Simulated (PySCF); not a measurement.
fluorine cation (F₂), SMILES FF (connectivity only; charge and spin as stated), charge +1, multiplicity 2. Atoms are numbered in the order given.

```xyz
2

F      0.0000     0.0000    -0.6365
F      0.0000     0.0000     0.6365
```
Charge +1, spin multiplicity 2.

The structure is a stationary point at PBE0-D3(BJ)/def2-TZVPD. The spin state was assumed, not searched.

Two levels are set side by side: PBE/pcH-1 (PySCF) and PBE0/pcH-1 (PySCF). Contact hyperfine couplings, same geometry. Differences are taken from unrounded values.

```
quantity                       PBE0
----------------------------  -----
A(iso) of 19F, atom F1 (MHz)  252.1
A(iso) of 19F, atom F2 (MHz)  252.1
```

Question: What does PBE give, and how far is it from PBE0? (The exact figures need the calculation; the answer reports its results.)

Answer: 
```tsv
quantity	PBE	PBE minus PBE0
A(iso) of 19F, atom F1 (MHz)	92.9	-159.2
A(iso) of 19F, atom F2 (MHz)	92.9	-159.2
```

Rough cost on one machine, each run with all the roots and properties that it gave: PBE0 against PBE within a factor of 2.
